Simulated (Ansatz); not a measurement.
# CHAlN: the cost of one run

Method: def2-QZVPP, core rule «outside noble gas», up to 7 orbitals frozen; program: Ansatz 0.2.0, Gaussian basis.

To be run: UHF; ROHF; CCSD(T) on UHF.

2 further runs of the same task are left out: 2 set aside as unsound or not needed.

## (1) The system

The geometry is a PBE0/def2-TZVP stationary point (not a proven minimum) of the parent state, kept for this charge and spin.

4 atoms, charge 1, spin multiplicity 3.

Atoms are counted from 1 here; the program's logs count them from 0.

Bond lengths: Al1–C2 2.161 Å, Al1–N3 2.007 Å, C2–N3 1.217 Å, C2–H4 1.095 Å. Angles: C2–Al1–N3 33.7°, Al1–C2–N3 66.2°, Al1–C2–H4 157.1°, N3–C2–H4 136.7°, Al1–N3–C2 80.1°.

As a file:

```
Al    0.0000    0.1053    1.0070
C     0.0000    0.4854   -1.1199
N     0.0000   -0.6969   -0.8328
H     0.0000    1.0823   -2.0381
```

## (2) UHF

File in.yaml:

```yaml
crystal:
  periodic: [false, false, false]
  atoms:
    - {symbol: Al, position_ang: [0.000000, 0.105264, 1.006952]}
    - {symbol: C, position_ang: [0.000000, 0.485411, -1.119862]}
    - {symbol: N, position_ang: [0.000000, -0.696891, -0.832779]}
    - {symbol: H, position_ang: [0.000000, 1.082252, -2.038110]}
basis:
  gaussian: {orbitals: "def2-QZVPP.json"}
total_charge: 1
magnetization: {spin_polarized: true, initial_magnetization: 2}
hamiltonian: {xc: hf}
output: {orbitals: {seedname: orbitals}}
```

Launch:

```console
ansatz run in.yaml --threads 1 --pin off --events-out ev --progress --plain --max-ram 2393MiB
```

**Question.** How long does this run take on 1 thread of Arm Neoverse V2, shared host, and how much memory does it need?

About 20 s, with a peak of 0.5 GiB.
